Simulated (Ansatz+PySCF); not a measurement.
Values are calculated unless marked as measured or tabulated.
## PySCF 2.14.0 run

```python
from pyscf import gto, scf, mp

mol = gto.M(atom="""
N 0.000000 0.000000 0.121580
H 0.935850 0.000000 -0.283700
H -0.467920 0.810470 -0.283700
H -0.467920 -0.810470 -0.283700
""", basis='6-31g', charge=0, spin=0)
mf = scf.UHF(mol)
mf.kernel()
pt = mp.MP2(mf, frozen=1).run()
print(mf.e_tot, pt.e_corr, pt.e_tot)
```

The script is written out from the run's settings.

Output:

- Converged: yes
- Reference energy: -56.15924 hartree
- Correlation energy: -0.11663 hartree
- Total energy: -56.27587 hartree
